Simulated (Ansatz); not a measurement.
Relaxation of H3S2 (5 atoms, charge 0, multiplicity 2), to a largest force component of 0.03 eV/Å in at most 50 steps.

Level of theory: UKS B3LYP/def2-mTZVP in Ansatz.

```xyz
5
Properties=species:S:1:pos:R:3
H -0.097 -0.282 0.406
S -0.719 -0.953 1.412
S 0.846 0.995 -1.732
H 0.343 -0.831 2.241
H -0.374 1.071 -2.327
```

Question: Where does it end, and by what steps?

Answer: The run converged. The force dipped under the threshold on the way, but the program's further checks kept it going. After 4 steps the energy has fallen by 0.007 eV; S3 moved furthest, 0.14 Å.

```json
{"step": "0", "energy less start (eV)": "0.0000", "largest force component (eV/Å)": "0.056", "accepted": "yes"}
{"step": "1", "energy less start (eV)": "-0.0057", "largest force component (eV/Å)": "0.063", "accepted": "yes"}
{"step": "2", "energy less start (eV)": "0.0080", "largest force component (eV/Å)": "0.696", "accepted": "no"}
{"step": "3", "energy less start (eV)": "-0.0062", "largest force component (eV/Å)": "0.017", "accepted": "yes"}
{"step": "4", "energy less start (eV)": "-0.0068", "largest force component (eV/Å)": "0.018", "accepted": "yes"}
```

```xyz
5
Properties=species:S:1:pos:R:3
H -0.125 -0.339 0.475
S -0.731 -0.989 1.498
S 0.870 1.064 -1.851
H 0.344 -0.861 2.308
H -0.357 1.124 -2.431
```

Whether the end is a true minimum wasn't checked by a vibrational analysis.

Time of the run: 6.1 s on 2 threads of AMD EPYC 9R14 (Zen 4), with other jobs on the host, peak memory 0.15 GiB.
